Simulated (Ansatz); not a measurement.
# quartet OF at 4 levels

Wanted: a comparison of 4 runs (UHF/3-21G, UB2PLYP/aug-cc-pVTZ, UBLYP/aug-cc-pVTZ, UCCSD(T)/aug-cc-pVTZ) of quartet OF. 

The results are computed with Ansatz 0.2.0.

38 further runs of the same task are left out: 38 set aside as unsound or not needed.

## Step 1: The structure to begin with

The species is OF (2 atoms), meant as a quartet with charge 0. SMILES of the parent species: `[O]F`. The shape is that of a PBE0-D4/def2-TZVP optimisation. That shape belongs to the parent species and isn't relaxed for this state.

Bond lengths: O1–F2 1.330 Å.

## Step 2: A single-point energy at UHF/3-21G (run 1)

Contents of molecule.yaml:

```yaml
crystal:
  periodic: [false, false, false]
  atoms:
    - {symbol: O, position_ang: [0.000000, 0.000000, -0.015950]}
    - {symbol: F, position_ang: [-0.000000, -0.000000, 1.314400]}
basis:
  gaussian:
    orbitals: 3-21G.json
accuracy: high
output: {orbitals: {seedname: orbitals}}
hamiltonian:
  xc: hf
magnetization:
  spin_polarized: true
  initial_magnetization: 3
```

The basis set 3-21G is read from a file made from the Basis Set Exchange's data (not shown).

Run with:

```bash
$ ansatz run molecule.yaml --threads 1 --pin off --max-ram 3480MiB --events-out events.jsonl --progress --plain --runs-dir runs
```

The program printed:

```text
Warning: RAYON_NUM_THREADS=1 ignored (pool sized by the plan → 1); use --threads N
Functional definition: HF
  name "HF"
  exchange = exact_x
  correlation = 0
275 factors; integrals over basis functions are off by at most 4.1e-9 eV
mean field evaluation 1: about -4708.2481 eV, gradient 9.9e0 eV
mean field evaluation 2: about -4708.2952 eV, gradient 1.0e1 eV
mean field evaluation 4: about -4709.0954 eV, gradient 2.3e0 eV
mean field evaluation 8: about -4709.2247 eV, gradient 2.7e-1 eV
mean field evaluation 16: about -4709.2267 eV, gradient 1.4e-8 eV
mean field -4709.22672096 eV, -173.0608899668 hartree, gradient 1.5e-8 eV, S^2 3.762205; 0 other end points of the search recorded, 0 dependent functions left out
reference -4709.22672096 eV, -173.0608899668 hartree; 10, 7 occupied and 8, 11 virtual orbitals, 275 factors
Total energy: -4709.22672096 eV, -173.0608899668 hartree
```

Wall time 0.08 s (1 thread of Arm Neoverse V1, shared host).

## Step 3: A single-point energy at UB2PLYP/aug-cc-pVTZ (run 2)

Contents of molecule.yaml:

```yaml
crystal:
  periodic: [false, false, false]
  atoms:
    - {symbol: O, position_ang: [0.000000, 0.000000, -0.015950]}
    - {symbol: F, position_ang: [-0.000000, -0.000000, 1.314400]}
basis:
  gaussian:
    orbitals: aug-cc-pVTZ
magnetization:
  spin_polarized: true
  initial_magnetization: 3
hamiltonian:
  xc: {name: B2PLYP}
correlation:
  frozen_orbitals: {F: 1, O: 1}
accuracy: high
output:
  orbitals: {seedname: orbitals}
```

Run with:

```bash
$ ansatz run molecule.yaml --threads 1 --pin off --max-ram 3480MiB --events-out events.jsonl --progress --plain --runs-dir runs
```

The program printed (excerpt; [...] marks lines left out):

```text
Warning: RAYON_NUM_THREADS=1 ignored (pool sized by the plan → 1); use --threads N
Functional definition: B2PLYP
  name "B2PLYP"
[...]
1299 factors; integrals over basis functions are off by at most 3.4e-9 eV
[...]
mean field -4749.78223153 eV, -174.5512774905 hartree, gradient 8.8e-8 eV, S^2 3.769276; 0 other end points of the search recorded, 0 dependent functions left out
2 core orbitals not correlated: weight in the atoms' cores, before any rotation towards them, 1.000 or more for the frozen orbitals, at most 0.000 for the correlated occupied ones
reference -4749.78224961 eV, -174.5512781553 hartree; 8, 5 occupied and 82, 85 virtual orbitals, 1299 factors
second order -14.53025515 eV of doubles, -0.00000000 eV of singles
Total energy: -4753.70541851 eV, -174.6954519528 hartree
```

Wall time 4.8 s (1 thread of Arm Neoverse V1, shared host); peak memory 0.21 GiB.

## Step 4: The energy at UBLYP/aug-cc-pVTZ (run 3)

Contents of molecule.yaml:

```yaml
crystal:
  periodic: [false, false, false]
  atoms:
    - {symbol: O, position_ang: [0.000000, 0.000000, -0.015950]}
    - {symbol: F, position_ang: [-0.000000, -0.000000, 1.314400]}
basis:
  gaussian: {orbitals: aug-cc-pVTZ}
magnetization: {spin_polarized: true, initial_magnetization: 3}
hamiltonian: {xc: {name: BLYP}}
accuracy: high
output: {orbitals: {seedname: orbitals}}
```

Run with:

```bash
$ ansatz run molecule.yaml --threads 1 --pin off --max-ram 3480MiB --events-out events.jsonl --progress --plain --runs-dir runs
```

The program printed:

```text
Warning: RAYON_NUM_THREADS=1 ignored (pool sized by the plan → 1); use --threads N
Functional definition: BLYP
  name "BLYP"
  parameter beta = 0.0042
  parameter a = 0.04918
  parameter b = 0.132
  parameter c = 0.2533
  parameter d = 0.349
  exchange = b88_x(beta = beta)
  correlation = lyp_c(a = a, b = b, c = c, d = d)
1299 factors; integrals over basis functions are off by at most 3.4e-9 eV
mean field evaluation 1: about -4755.2238 eV, gradient 1.8e1 eV
mean field evaluation 2: about -4749.3031 eV, gradient 4.3e1 eV
mean field evaluation 4: about -4756.2697 eV, gradient 5.6e0 eV
mean field evaluation 8: about -4756.3664 eV, gradient 7.4e-2 eV
mean field evaluation 16: about -4756.3664 eV, gradient 5.8e-7 eV
mean field -4756.36636799 eV, -174.7932400425 hartree, gradient 2.5e-8 eV, S^2 3.756362; 0 other end points of the search recorded, 0 dependent functions left out
reference -4756.36640459 eV, -174.7932413877 hartree; 10, 7 occupied and 82, 85 virtual orbitals, 1299 factors
Total energy: -4756.36640459 eV, -174.7932413877 hartree
```

Wall time 3.3 s (1 thread of Arm Neoverse V1, shared host); peak memory 0.17 GiB.

## Step 5: The energy at UCCSD(T)/aug-cc-pVTZ (run 4)

molecule.yaml, as its differences from that of step 4:

```diff
@@ -8,4 +8,4 @@
 magnetization: {spin_polarized: true, initial_magnetization: 3}
-hamiltonian: {xc: {name: BLYP}}
+correlation: {method: ccsd_t, frozen_orbitals: {F: 1, O: 1}}
 accuracy: high
-output: {orbitals: {seedname: orbitals}}
+scf: {omitted_lower_state_checks: [cluster_reference, increment]}
```

Run with:

```bash
$ ansatz run molecule.yaml --threads 1 --pin off --max-ram 3480MiB --events-out events.jsonl --progress --plain --runs-dir runs
```

The program printed (excerpt; [...] marks lines left out):

```text
Warning: RAYON_NUM_THREADS=1 ignored (pool sized by the plan → 1); use --threads N
[... 2 set-up lines as earlier in the session ...]
[...]
1299 factors; integrals over basis functions are off by at most 3.4e-9 eV
[...]
mean field -4736.56708834 eV, -174.0656299361 hartree, gradient 1.1e-8 eV, S^2 3.779952; 0 other end points of the search recorded, 0 dependent functions left out
2 core orbitals not correlated: weight in the atoms' cores, before any rotation towards them, 1.000 or more for the frozen orbitals, at most 0.000 for the correlated occupied ones
reference -4736.56708834 eV, -174.0656299361 hartree; 8, 5 occupied and 82, 85 virtual orbitals, 1299 factors
second order -11.56169254 eV of doubles, -0.00000000 eV of singles
cycle   1  -11.54227163 eV  change    1.9e-2 eV  update   1.1e-1
[...]
cycle  26  -12.09162843 eV  change  -3.1e-10 eV  update  6.5e-10
perturbative correction -0.46659055 eV, -0.0171468866 hartree
Total energy: -4749.12530732 eV, -174.5271359713 hartree
Checks for a lower state left out: cluster_reference, increment
```

Run time: 16 s. Hardware: 1 thread of Arm Neoverse V1, shared host; peak memory 0.77 GiB.

## Step 6: All runs side by side

```csv
run,level,frozen core orbitals,energy (Eh),HOMO energy (eV),⟨S²⟩,wall time
1,UHF/3-21G,–,-173.060890,-10.37,3.762,0.08 s
2,UB2PLYP/aug-cc-pVTZ,2,-174.695452,-7.19,3.769,4.8 s
3,UBLYP/aug-cc-pVTZ,–,-174.793241,-2.87,3.756,3.3 s
4,UCCSD(T)/aug-cc-pVTZ,2,-174.527136,–,3.780,16 s
```

## Step 7: Outcome

```
                                          quantity          value
                               run 4: total energy  -174.52714 Eh
run 4: correlation energy (2 core orbitals frozen)     -461.5 mEh
                             run 4: (T) correction     -17.15 mEh
          run 4: ⟨S²⟩ of the reference determinant          3.780
                              run 4: T1 diagnostic          0.041
```

Totals of different functionals can't be ranked against each other. All runs together took 24 s, the longest 16 s.
